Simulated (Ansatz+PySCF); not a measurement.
Results of a calculation; reference values are marked as such.
## Several solutions for singlet Li₂ in separate pieces

```yaml
atoms:
  - { symbol: Li, position_ang: [0.0000, 0.0000, -4.1807] }
  - { symbol: Li, position_ang: [0.0000, 0.0000, 4.1807] }
```

Basis set: cc-pVDZ (spherical functions). Charge 0, multiplicity 1.

PBE (unrestricted) was run from several starts with Ansatz (development build ahead of 0.2.0).

```csv
run,program,start,converged,energy (hartree),<S²>
A,Ansatz,search for the lowest state,yes,-14.92084,–
B,Ansatz,"atomic start, no search",yes,-14.90076,–
C,Ansatz,stability test followed,yes,-14.92084,–
```

(1) Which runs reached the lowest solution of this kind, and what is wrong with the others?

Answers

(1) A, C reached the lowest solution found. Converged but too high: B by 0.55 eV. Convergence only shows a stationary point, and even a stable one can lie too high; stability tests and further starts are what find lower ones. Caution: the unrestricted determinant is spin contaminated.
